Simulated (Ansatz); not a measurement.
BH5P (charge -1), SMILES [BH3-]P, a composite energy at a relaxed geometry

Program: Ansatz 0.2.0 through its Python package.

`composite_bh5p.py`
```python
import ansatz as az
import numpy as np

system = (
    az.Crystal.molecule()
    .atom("B", (-0.7318, -0.1282, -0.045))
    .atom("P", (1.0977, 0.0646, -0.6583))
    .atom("H", (-1.4244, 0.6585, -0.6107))
    .atom("H", (-1.1137, -1.232, -0.2782))
    .atom("H", (-0.7844, 0.0696, 1.1287))
    .atom("H", (1.3087, 1.3154, 0.0502))
    .atom("H", (1.6479, -0.7479, 0.4132))
)

setup = (
    system.calculation()
    .basis(gaussian="def2-SVP")
    .functional("B3LYP", dispersion="d4")
    .charge(-1)
)
symbols = [site.symbol for site in system.cartesian_sites]
start = np.array([site.position_ang for site in system.cartesian_sites], dtype=float)
r = setup.relax(force_tolerance=0.01, max_steps=100).run().report
end = np.array(r["positions_ang"])
print("final positions (A) and the move of each atom")
for symbol, xyz, old in zip(symbols, end, start):
    print(f"{symbol:2s} {xyz[0]:10.5f} {xyz[1]:10.5f} {xyz[2]:10.5f}   {np.linalg.norm(xyz - old):7.4f}")

minimum = az.Crystal.molecule()
for symbol, place in zip(symbols, end):
    minimum = minimum.atom(symbol, place.tolist())
at_minimum = minimum.calculation().charge(-1)
level = lambda method, basis: at_minimum.basis(gaussian=basis).correlation(method).run().report
small, large, cluster = level("mp2", "cc-pVDZ"), level("mp2", "cc-pVTZ"), level("ccsd_t", "cc-pVDZ")
corr = lambda each: (each["free_energy_ev"] - each["reference_energy_ev"]) / 27.211386246
mp2_limit = (27 * corr(large) - 8 * corr(small)) / 19
pieces = {"HF / cc-pVTZ": large["reference_energy_ev"] / 27.211386246, "MP2 correlation, DZ-TZ limit": mp2_limit, "CCSD(T) - MP2 / cc-pVDZ": corr(cluster) - corr(small)}
for name, value in pieces.items():
    print(f"{name:32s} {value:14.6f} Ha")
print(f"{'sum':32s} {sum(pieces.values()):14.6f} Ha")
print("T1 diagnostic", round(cluster["correlation"]["coupled_cluster"]["t1_diagnostic"], 4))
```

```console
$ python composite_bh5p.py
final positions (A) and the move of each atom
B    -0.81259   -0.13401   -0.00255    0.0915
P     1.09544    0.07097   -0.62011    0.0388
H    -1.47219    0.68569   -0.66220    0.0753
H    -1.14776   -1.28820   -0.31500    0.0753
H    -0.94995    0.05724    1.21307    0.1862
H     1.47841    1.30872    0.01663    0.1731
H     1.80865   -0.70041    0.37006    0.1731
HF / cc-pVTZ                        -368.347905 Ha
MP2 correlation, DZ-TZ limit          -0.339980 Ha
CCSD(T) - MP2 / cc-pVDZ               -0.052490 Ha
sum                                 -368.740376 Ha
T1 diagnostic 0.0102
```

Reading the output:
- Total energies depend on the basis set; only differences at equal settings carry meaning.
- The sum leaves out core correlation, relativity, the Hartree-Fock basis error and zero-point energy; a DZ-TZ extrapolation is rough.
- b3lyp holds the VWN-RPA fit, as in Gaussian; the form of ORCA and Turbomole is b3lyp5.
- Inner cores stay frozen, so this is valence correlation.
- For Al to Cl the sets with a tight d function, cc-pV(X+d)Z, are usual.
- Anions want diffuse functions, which this basis lacks.
- Timing: 9.2 s on 1 thread of Arm Neoverse V2, on a shared host, peak memory 0.26 GiB.

(Lines on the test bed's own set-up are left out of the output.)
